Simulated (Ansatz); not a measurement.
The input, for Ansatz 0.2.0:

```yaml
crystal:
  periodic: [false, false, false]
  atoms:
    - {symbol: O, position_ang: [-0.022023, -0.331072, 1.627318]}
    - {symbol: C, position_ang: [-0.022856, 0.403074, 0.686128]}
    - {symbol: Si, position_ang: [0.025108, -0.037685, -1.248253]}
    - {symbol: H, position_ang: [-0.077669, 1.502228, 0.774689]}
basis:
  gaussian: {orbitals: "6-31G*"}
magnetization: {spin_polarized: false, initial_magnetization: 3}
hamiltonian: {xc: hf}
output: {orbitals: {seedname: orbitals}}
```

```sh
$ ansatz run in.yaml --threads 1 --pin off --events-out ev --progress --plain --max-ram 2393MiB
```

Task: Roughly how long does this take on 1 thread of Arm Neoverse V1, shared host, and how much host memory?

Result: 0.54 s wall and 0.08 GiB.

```
469 factors; integrals over basis functions are off by at most 9.0e-4 eV
mean field evaluation 1: about -10938.8886 eV, gradient 2.7e1 eV
mean field evaluation 2: about -10938.9250 eV, gradient 2.7e1 eV
mean field evaluation 4: about -10941.0719 eV, gradient 2.8e0 eV
mean field evaluation 8: about -10941.1856 eV, gradient 7.4e-1 eV
mean field evaluation 16: about -10941.4378 eV, gradient 2.1e-1 eV
mean field evaluation 32: about -10938.8894 eV, gradient 2.7e1 eV
mean field -10941.43896073 eV, -402.0904654333 hartree, gradient 8.2e-5 eV, S^2 3.750000; 2 other end points of the search recorded, 0 dependent functions left out
reference -10941.43896073 eV, -402.0904654333 hartree; 16, 13 occupied and 35, 38 virtual orbitals, 469 factors
Total energy: -10941.43896073 eV, -402.0904654333 hartree
```
